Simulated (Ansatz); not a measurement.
# ClH3NSi: the cost of one run

Computed with the Python package of Ansatz 0.2.0. The levels of theory stand in the script.

### Step 1. The structure

Bond lengths: N1–Si2 1.719 Å, Si2–Cl3 2.019 Å, N1–H4 1.059 Å, Si2–H5 1.496 Å, Si2–H6 1.494 Å. Angles: N1–Si2–Cl3 108.8°, N1–Si2–H5 109.6°, N1–Si2–H6 111.1°, Cl3–Si2–H5 108.4°, Cl3–Si2–H6 108.8°, H5–Si2–H6 110.2°, Si2–N1–H4 102.5°.

clh3nsi.xyz, read by the script:

```xyz
6

N    -1.10990   -0.67510   -0.50570
Si    0.30290    0.05800    0.14360
Cl    1.52310   -1.39030    0.84430
H    -1.65900    0.15920   -0.85750
H     1.02480    0.80080   -0.93580
H    -0.03980    0.98330    1.26500
```

### Step 2. Script

Contents of clh3nsi.py:

```python
"""A composite energy for ClH3NSi: DFT geometry, MP2 basis limit, coupled-cluster correction."""

import ansatz as az
import numpy as np

clh3nsi = az.Crystal.molecule_from_extxyz("clh3nsi.xyz")

model = (
    clh3nsi.calculation()
    .basis(gaussian="def2-SVP")
    .functional("b3lyp", dispersion="d3bj")
    .spin("collinear", total=1)
)
symbols = [site.symbol for site in clh3nsi.cartesian_sites]
start = np.array([site.position_ang for site in clh3nsi.cartesian_sites], dtype=float)
r = model.relax(force_tolerance=0.01).run(threads=1).report
end = np.array(r["positions_ang"])
print("final positions (A) and the move of each atom")
for symbol, xyz, old in zip(symbols, end, start):
    print(f"{symbol:2s} {xyz[0]:10.5f} {xyz[1]:10.5f} {xyz[2]:10.5f}   {np.linalg.norm(xyz - old):7.4f}")

minimum = az.Crystal.molecule()
for symbol, place in zip(symbols, end):
    minimum = minimum.atom(symbol, place.tolist())
at_minimum = minimum.calculation().spin("collinear", total=1)
# MP2 extrapolated to the basis limit, plus the small-basis difference CCSD(T) - MP2
level = lambda method, basis: at_minimum.basis(gaussian=basis).correlation(method).run(threads=1).report
small, large, cluster = level("mp2", "cc-pVDZ"), level("mp2", "cc-pVTZ"), level("ccsd_t", "cc-pVDZ")
corr = lambda each: (each["free_energy_ev"] - each["reference_energy_ev"]) / 27.211386246
mp2_limit = (27 * corr(large) - 8 * corr(small)) / 19
pieces = {"HF / cc-pVTZ": large["reference_energy_ev"] / 27.211386246, "MP2 correlation, DZ-TZ limit": mp2_limit, "CCSD(T) - MP2 / cc-pVDZ": corr(cluster) - corr(small)}
for name, value in pieces.items():
    print(f"{name:32s} {value:14.6f} Ha")
print(f"{'sum':32s} {sum(pieces.values()):14.6f} Ha")
print("T1 diagnostic", round(cluster["correlation"]["coupled_cluster"]["t1_diagnostic"], 4))
```

### Step 3. What the engine is handed

The package turns the script's settings into the engine's input (first run):

```yaml
crystal:
  periodic: [false, false, false]
  atoms:
    - { symbol: "N", position_ang: [-1.1099, -0.6751, -0.5057] }
    - { symbol: Si, position_ang: [0.3029, 0.058, 0.1436] }
    - { symbol: Cl, position_ang: [1.5231, -1.3903, 0.8443] }
    - { symbol: H, position_ang: [-1.659, 0.1592, -0.8575] }
    - { symbol: H, position_ang: [1.0248, 0.8008, -0.9358] }
    - { symbol: H, position_ang: [-0.0398, 0.9833, 1.265] }
basis:
  gaussian:
    orbitals: def2-SVP
hamiltonian:
  xc: b3lyp
  dispersion: d3bj
magnetization:
  spin_polarized: true
  initial_magnetization: 1.0
relax:
  f_tol: 0.01
```

### Step 4. The run

Launch:

```bash
> python clh3nsi.py
```

What time and memory should one allow on 1 thread of Arm Neoverse V2, shared host?

About 34 s, with a peak of 0.33 GiB.
